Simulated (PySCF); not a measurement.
## `C#CC#CO`, C4H2O

Molfile (atoms numbered from 1):
```
C4H2O
     RDKit          3D

  7  6  0  0  0  0  0  0  0  0999 V2000
    2.3807    0.0975   -0.3699 C   0  0  0  0  0  0  0  0  0  0  0  0
    1.2040   -0.0141   -0.1398 C   0  0  0  0  0  0  0  0  0  0  0  0
   -0.1234   -0.1255    0.1213 C   0  0  0  0  0  0  0  0  0  0  0  0
   -1.3024   -0.2127    0.3597 C   0  0  0  0  0  0  0  0  0  0  0  0
   -2.5719   -0.3771    0.5968 O   0  0  0  0  0  0  0  0  0  0  0  0
    3.4050    0.1894   -0.5699 H   0  0  0  0  0  0  0  0  0  0  0  0
   -2.9887    0.4475    0.8742 H   0  0  0  0  0  0  0  0  0  0  0  0
  1  2  3  0
  2  3  1  0
  3  4  3  0
  4  5  1  0
  1  6  1  0
  5  7  1  0
M  END
```

The calculation used PySCF, quadratic response PBE0/def2-SVPD first hyperpolarisability, Taylor convention, gas phase. Geometry: GFN2-xTB.

(1) Give the tensor of the second harmonic β(−2ω;ω,ω) at 694.3 nm in the axes of these coordinates.

Results:

(1) In au, Taylor convention; rows are the first index (the induced dipole):
```
       xx     yy     zz     xy     xz     yz
x  -398.1  -33.7  -50.4  -50.1  +57.3  +11.9
y   -44.7  -12.0   -7.3  -30.9  +10.4   +6.1
z   +59.4   +6.6  +24.0  +11.6  -47.0   -7.2
```
Norm of βᵢ = ⅓ Σⱼ (βᵢⱼⱼ + βⱼᵢⱼ + βⱼⱼᵢ): 490.7 au, hyper-Rayleigh value 190.6 au.
